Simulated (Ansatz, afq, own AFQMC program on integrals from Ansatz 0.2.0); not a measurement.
SiH₄ + Si, triplet: a scan with AFQMC

```xyz
6

Si   -1.5764    0.0000    0.0000
H    -2.0712    1.3997    0.0000
H    -2.0712   -0.6999    1.2122
H    -2.0712   -0.6999   -1.2122
H    -0.0917    0.0000    0.0000
Si    1.8026    0.0000    0.0000
```

A hydrogen atom is moved from one rigid fragment to the other; the Si1–H5 distance tells how far. The two fragments are held close together, so this isn't a minimum-energy path and the start is a compressed complex. Energies in kcal/mol count from this geometry (1.485 Å) at the same level; the start stands on UHF, each point on the determinant named.

Basis cc-pVTZ. Only valence electrons are correlated. Ansatz 0.2.0 and our own AFQMC program on the same integrals; the CISD trial comes from CCSD amplitudes, and released means the phaseless constraint is let go. ± is one standard error of the sampling.

Cautions, each for one point or more: lower spins were not checked; the ph-AFQMC/CISD walk drifts between its halves.

```json
{"r(Si1–H5) / Å": "1.679", "det.": "UHF", "T1": "0.021", "weight": "0.85", "⟨S²⟩": "2.03", "MP2": "6.1", "HF": "8.2", "CCSD(T)": "5.6"}
{"r(Si1–H5) / Å": "1.744", "det.": "UHF", "T1": "0.022", "weight": "0.84", "⟨S²⟩": "2.03", "MP2": "10.4", "HF": "13.4", "CCSD(T)": "9.8"}
{"r(Si1–H5) / Å": "1.809", "det.": "UHF", "T1": "0.023", "weight": "0.84", "⟨S²⟩": "2.03", "MP2": "15.8", "HF": "19.7", "CCSD(T)": "14.9"}
{"r(Si1–H5) / Å": "1.939", "det.": "UHF", "T1": "0.024", "weight": "0.84", "⟨S²⟩": "2.03", "MP2": "29.9", "HF": "36.1", "CCSD(T)": "28.7"}
```

Q: Estimate the curve of phaseless AFQMC with a CISD trial, counted from the same start.

A: 
```
r(Si1–H5) / Å  det.     T1  weight  ⟨S²⟩  ph-AFQMC/CISD
        1.679   UHF  0.021    0.85  2.03      5.5 ± 0.2
        1.744   UHF  0.022    0.84  2.03      9.8 ± 0.1
        1.809   UHF  0.023    0.84  2.03     14.7 ± 0.2
        1.939   UHF  0.024    0.84  2.03     28.9 ± 0.2
```

Weight is that of the determinant in the CISD state; at the start T1 is 0.019 and the weight 0.85, and ⟨S²⟩ is 2.03. Largest departures from phaseless AFQMC with a CISD trial: CCSD(T) 0.2 kcal/mol at 1.809 (on UHF) (within the noise), MP2 1.1 kcal/mol at 1.809 (on UHF), HF 7.2 kcal/mol at 1.939 (on UHF). The walk's constraint bias lies outside its error bars, so these are departures and not errors.

A walk keeps the symmetry of its determinant, which the program's search chose and which needn't be the lowest solution, so a lower state of the same spin and another symmetry isn't excluded.
